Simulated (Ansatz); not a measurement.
Relaxed structures of CH4BN, closed shell (PBE0-D4/def2-TZVP; forces vanish, vibrations not checked; lower isomers may exist, and structures with a doubtful reference or unclear bonds are left out; Å). Program: Ansatz 0.2.0. Basis: def2-TZVPP. Cores are frozen in the correlated methods.

(1) Rank them by CCSD(T) energy, lowest first, and give each one's height above the lowest. Links in brackets join atoms within 1.22 times the sum of their covalent radii (1.1 for two metals). (An estimate is asked for; the value comes from the calculation.)
A.
CH₄BN ([BH]1[CH2][NH]1)
```
7
angstrom
B -0.8018 -0.3766 -0.3568
C 0.1729 0.7180 0.1822
N 0.4330 -0.7189 0.0397
H -1.8216 -0.7827 -0.7983
H 0.7137 1.3814 -0.4922
H 0.0927 1.1013 1.1990
H 1.2111 -1.3225 0.2263
```
B.
CH₄BN ([BH2][N][CH2])
```
7
angstrom
B -1.2802 -0.8616 -0.1224
C 0.4278 1.0698 0.1368
N -0.3895 0.1450 0.0125
H -1.7264 -1.0912 -1.2089
H 1.5030 0.8984 0.0330
H 0.1039 2.0915 0.3548
H -1.5905 -1.4871 0.8497
```
C.
CH₄BN ([BH]1[CH][NH2]1)
```
7
angstrom
B -0.7950 -0.5055 -0.3756
C 0.4755 -0.8117 0.0404
N 0.1646 0.6503 0.1680
H -1.9011 -0.5259 -0.7852
H 0.6154 1.3057 -0.4609
H 0.0447 1.0487 1.0929
H 1.4112 -1.2633 0.3093
```
D.
CH₄BN ([B]1[CH2][NH2]1)
```
7
angstrom
B -0.9084 -0.3326 -0.4504
C 0.1904 0.5977 0.1916
N 0.6055 -0.8149 0.1856
H 0.6252 -1.3181 1.0580
H 0.8084 1.2325 -0.4365
H 0.0524 1.0034 1.1895
H 1.3280 -1.1052 -0.4534
```

The T1 diagnostic stays at or below 0.017. The restricted Hartree–Fock reference is unstable towards an unrestricted one at one or more of these structures.

Answers

(1) By the calculation: B (0.0 kJ/mol), A (58.9 kJ/mol), C (164.0 kJ/mol), D (308.4 kJ/mol). Heights count from the lowest.

For scale, one of the runs: CCSD(T)/def2-TZVPP, 149 basis functions, launched by `ansatz run in.yaml --threads 2 --pin off --events-out ev --progress --plain --max-ram 4352MiB`. Hardware: 2 CPU threads of an Arm Neoverse V1, shared host. Wall time 14 s; peak host memory 0.97 GiB.
